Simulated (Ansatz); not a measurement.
# AlBH₂ (triplet): from Hartree-Fock to the top rungs at distance Al2–H4 = 3.571 Å, 6-31G

How much of the correlation energy of AlBH₂ (triplet) does each wave-function method recover here?

Computed with Ansatz 0.2.0, Gaussian basis. Level: 6-31G, core rule «outside noble gas», up to 6 orbitals frozen.

To be run: UHF; CCSD(T) on ROHF; CCSD(T) on UHF; BCCD(T) on ROHF; CISD; CCSDT(Q) on ROHF; CCSDT(Q) on UHF; CASSCF and MRCISD+Q, 4 electrons in 4 orbitals; CASSCF and NEVPT2, 4 electrons in 4 orbitals; CASSCF and MRCISD+Q, 8 electrons in 10 orbitals; CASSCF and NEVPT2, 8 electrons in 10 orbitals; Full CI.

29 further runs of the same task are left out: 2 for a mislabelled method, 21 that didn't finish, 6 set aside as unsound or not needed.

## (1) What is computed

The geometry derives from a PBE0/def2-TZVP stationary point (not a proven minimum). One bond is set to the value named and the two fragments are kept rigid.

4 atoms, charge 0, spin multiplicity 3.

Atoms are counted from 1 here; the program's logs count them from 0.

Bond lengths: B1–Al2 2.079 Å, Al2–H3 1.585 Å. Angles: B1–Al2–H3 117.0°.

## (2) UHF

Contents of in.yaml:

```yaml
crystal:
  periodic: [false, false, false]
  atoms:
    - {symbol: B, position_ang: [0.000000, -0.044795, 1.573988]}
    - {symbol: Al, position_ang: [0.000000, -0.044795, -0.505340]}
    - {symbol: H, position_ang: [0.000000, -1.456122, -1.225847]}
    - {symbol: H, position_ang: [0.000000, 3.135712, -2.129044]}
basis:
  gaussian: {orbitals: 6-31G}
magnetization: {spin_polarized: true, initial_magnetization: 2}
hamiltonian: {xc: hf}
output: {orbitals: {seedname: orbitals}}
```

Launch:

```console
ansatz run in.yaml --threads 1 --pin off --events-out ev --progress --plain --max-ram 2393MiB
```

After this run come: CCSD(T) on ROHF; CCSD(T) on UHF; BCCD(T) on ROHF; CISD; CCSDT(Q) on ROHF; CCSDT(Q) on UHF; CASSCF and MRCISD+Q, 4 electrons in 4 orbitals; CASSCF and NEVPT2, 4 electrons in 4 orbitals; CASSCF and MRCISD+Q, 8 electrons in 10 orbitals; CASSCF and NEVPT2, 8 electrons in 10 orbitals; Full CI.

Before running them: what should the planned runs give, taken together? Wanted: FCI below the RHF energy; RMP2 from FCI; UMP2 from FCI; RCCSD from FCI; RCCSD(T) from FCI; UCCSD(T) from FCI; RCCSDT(Q) from FCI; UCCSDT(Q) from FCI; NEVPT2 pair from FCI.

The runs gave:

```
                         quantity                                                                   value
         FCI below the RHF energy                                                              -3.3288 eV
                    RMP2 from FCI                                                           +132.2 kJ/mol
                    UMP2 from FCI                                                            +97.6 kJ/mol
                   RCCSD from FCI                                                            +22.2 kJ/mol
                RCCSD(T) from FCI                                                             +8.0 kJ/mol
                UCCSD(T) from FCI                                                            +11.1 kJ/mol
               RCCSDT(Q) from FCI                                                             +0.8 kJ/mol
               UCCSDT(Q) from FCI                                                             +1.1 kJ/mol
             NEVPT2 pair from FCI                                                            +84.7 kJ/mol
           MRCISD+Q pair from FCI                                                             +9.7 kJ/mol
          NEVPT2 valence from FCI                                                            +17.8 kJ/mol
levels within 1 kcal/mol (43 meV)  RCCSDT, UCCSDT, RCCSDT(Q), UCCSDT(Q), MRCISD valence, MRCISD+Q valence
                    T1 diagnostic                                                                   0.113
   effectively unpaired electrons                                                                    3.00
```

In words: RCCSD(T) lands +8.0 kJ/mol from the yardstick (2.5 % of the correlation energy). CCSD(T) misses by +8.0 kJ/mol on the restricted determinant and by +11.1 kJ/mol on the unrestricted one; the two need not hold the same state or core. With 3.0 effectively unpaired electrons against 2 the state is strongly multireference. Coupled cluster on one determinant still stays close here. Of the multireference levels listed MRCISD+Q valence comes nearest in total energy (+1.0 kJ/mol), which doesn't show that its space is the better one. Coupled cluster took another determinant than the lowest Hartree-Fock one. These misses are within one basis, not against nature; the frozen cores of restricted and unrestricted runs differ, which can shift their rows.
